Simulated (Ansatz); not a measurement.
# C2H3F, SMILES C=CF: an active-space calculation

Computed with the Python package of Ansatz (0.2.0).

`c2h3f.xyz`
```text
6

C    -0.51170    0.05110   -0.42150
C     0.48490   -0.00770    0.37810
F     0.91680   -1.20050    0.76780
H    -0.99240   -0.78400   -0.79200
H    -0.92550    1.05620   -0.77250
H     1.06990    0.82090    0.79380
```

Script `c2h3f_cas.py`:
```python
"""Active-space calculation on C2H3F."""

from dataclasses import dataclass

import ansatz


@dataclass(frozen=True)
class Settings:
    basis_set: str = "6-31G*"


cfg = Settings()


def main() -> None:
    system = ansatz.Crystal.molecule_from_extxyz("c2h3f.xyz")

    setup = system.calculation().basis(gaussian=cfg.basis_set).correlation(active_electrons=4, active_orbitals=5)
    for method in ["sc_nevpt2"]:
        summary = (setup if method is None else setup.correlation(method)).run(threads=1).report
        space = summary["configurations"]
        state = space["states"][0]
        print(method or "casscf", f"total {summary['free_energy_ev'] / 27.211386246:.6f} Ha, active-space state {state['energy']['hartree']:.6f} Ha, mean field {summary['reference_energy_ev'] / 27.211386246:.6f} Ha")
        print("  determinants", state["n_determinants"], " natural occupations", [round(n, 3) for n in space["natural_occupations"]])
    print("effectively unpaired electrons, sum of min(n, 2 - n):", round(sum(min(n, 2 - n) for n in space["natural_occupations"]), 3))


if __name__ == "__main__":
    main()
```

```console
$ python c2h3f_cas.py
RunWarning: the results are in doubt because another end's mean lies 0.100 eV lower, and its corrected mean 0.350 eV higher
sc_nevpt2 total -177.297063 Ha, active-space state -176.927284 Ha, mean field -176.874870 Ha
  determinants 100  natural occupations [1.974, 1.93, 0.07, 0.021, 0.005]
effectively unpaired electrons, sum of min(n, 2 - n): 0.193
```
(Warnings from the package without file and line.)

What to keep in mind:
- Total energies depend on the basis set; only differences at equal settings carry meaning.
- The geometry is a force-field or estimated start, not a minimum of this method, and the basis set is short of its limit. The active space starts as a window about the frontier orbitals and is then optimised, not chosen by chemistry.
- A lower CASSCF solution was found and passed over, so the printed active-space state isn't the lowest.
- Finished in 3.1 s on 1 thread of Arm Neoverse V1, on a shared host, peak memory 0.15 GiB.

(Lines on the test bed's own set-up are left out of the output.)
